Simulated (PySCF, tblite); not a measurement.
**alane and dinitrogen**

A gas-phase complex of alane and dinitrogen; neutral, singlet. The structure comes from a short search (6 tight-binding starts) and was relaxed by PBE0-D3(BJ)/def2-TZVPD; another way of binding may lie lower. Frequencies by PBE0-D3(BJ)/def2-TZVPD show no clear imaginary mode.

| part | name | SMILES | atoms | charge | multiplicity |
| --- | --- | --- | --- | --- | --- |
| 1 | alane | [AlH3] | 1–4 | 0 | 1 |
| 2 | dinitrogen | N#N | 5–6 | 0 | 1 |

```xyz
6

Al   -0.224   -0.244   -0.029
H    -1.413    0.003   -1.055
H     0.551    0.998    0.591
H     0.399   -1.702    0.101
N    -1.566   -0.492    1.705
N    -2.227   -0.614    2.561
```
Atom numbers follow the order of the file, from 1.

```tsv
contact	kind (by geometry)	distance (Å)	angle (°)
Al1···N5	coordination	2.206	-
```

Interaction energies are complex less parts, with the parts frozen as they stand in it; counterpoise-corrected, in kcal/mol (PySCF). The CCSD(T) estimate is Hartree-Fock/aug-cc-pVQZ, plus the MP2 correlation part extrapolated as X⁻³ from aug-cc-pVTZ and aug-cc-pVQZ, plus CCSD(T) less MP2 in aug-cc-pVDZ; noble-gas cores are frozen. It isn't the exact limit.

Give the interaction energy at each level run.


```
                         level  interaction  superposition error removed
      Hartree-Fock/aug-cc-pVQZ        -1.65                            -
       wB97M-D3(BJ)/def2-TZVPD        -6.20                        -0.14
        PBE0-D3(BJ)/def2-TZVPD        -7.88                        -0.14
               MP2/aug-cc-pVQZ        -6.96                        -0.41
CCSD(T), estimated basis limit        -6.49                            -
```

What holds them together? Decompose the wB97M-D3(BJ)/def2-TZVPD energy: frozen parts, their antisymmetrised product, then relaxation.

electrostatic -17.1, Pauli repulsion +27.2, orbital relaxation -15.3, dispersion correction -1.1 kcal/mol, which sum to the value before the counterpoise correction; the Pauli term holds the exchange-correlation of the frozen density too. Of the attraction, 51 % is electrostatic, 46 % is orbital relaxation, 3 % is dispersion correction.

The parts were also relaxed and run alone, at the levels used for the complex: shieldings by PBE0/pcSseg-2; core levels by delta-SCF with SCAN, pcX-2 on the ionised atom and pcseg-1 elsewhere, spin-free X2C (2p3/2 is the spin-free 2p value less a third of a first-order spin-orbit splitting).

How do these values change when the complex forms?


| property | alone | in the complex | change |
| --- | --- | --- | --- |
| shielding of Al1 (ppm) | 277.7 | 411.6 | +133.9 |
| shielding of N5 (ppm) | -86.7 | -63.5 | +23.2 |
| Al1 2p3/2 core level (eV) | 81.03 | 80.24 | -0.80 |

What are the binding energy from relaxed parts (wB97M-D3(BJ)/def2-TZVPD), and ΔH and ΔG of association at 298.15 K and 1 atm?

-5.37 kcal/mol, -3.44 with zero-point energy; ΔH -4.1 and ΔG +3.9 kcal/mol, from harmonic vibrations by PBE0-D3(BJ)/def2-TZVPD with low modes damped.

The 6 runs behind this took 7.7 min in all, one thread each of Arm Neoverse N1 on a shared host, launched as `OMP_NUM_THREADS=1 python cluster_run.py task.json out`.
